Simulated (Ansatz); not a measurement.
One change: `FCCCCl` becomes `NCCCF`.

Ansatz, PBE0-D4/def2-TZVP geometries, multiplicity 1. Each molecule was computed in one conformer, which needn't be the lowest.

```
                                        property  `FCCCCl`
size of the dipole moment (B3LYP/def2-TZVPP) / D      2.12
             HOMO–LUMO gap (PBE/def2-TZVPP) / eV      6.77
               LUMO energy (PBE/def2-TZVPP) / eV     -0.23
         HOMO–LUMO gap (ωB97M-V/def2-TZVPP) / eV     13.40
              LUMO energy (PBE0/def2-TZVPP) / eV      0.89
           HOMO–LUMO gap (B3LYP/def2-TZVPP) / eV      8.76
```

**Question.** What does the change do to each property? (Estimate.)

**Answer.** Computed: 
```json
{"property": "size of the dipole moment (B3LYP/def2-TZVPP) / D", "`NCCCF`": "2.64", "shift": "0.52"}
{"property": "HOMO–LUMO gap (PBE/def2-TZVPP) / eV", "`NCCCF`": "5.71", "shift": "-1.06"}
{"property": "LUMO energy (PBE/def2-TZVPP) / eV", "`NCCCF`": "0.16", "shift": "0.39"}
{"property": "HOMO–LUMO gap (ωB97M-V/def2-TZVPP) / eV", "`NCCCF`": "11.86", "shift": "-1.54"}
{"property": "LUMO energy (PBE0/def2-TZVPP) / eV", "`NCCCF`": "0.97", "shift": "0.08"}
{"property": "HOMO–LUMO gap (B3LYP/def2-TZVPP) / eV", "`NCCCF`": "7.44", "shift": "-1.32"}
```

With PBE0 the HOMO rises by 1.38 eV and the LUMO rises by 0.08 eV, so the gap narrows by about 1.30 eV. PBE moves the HOMO by 1.46 eV and ωB97M-V by 1.26 eV. Dipoles are sizes alone; their direction can turn.

B3LYP here is the variant with VWN-RPA as its local correlation; programs differ in this.
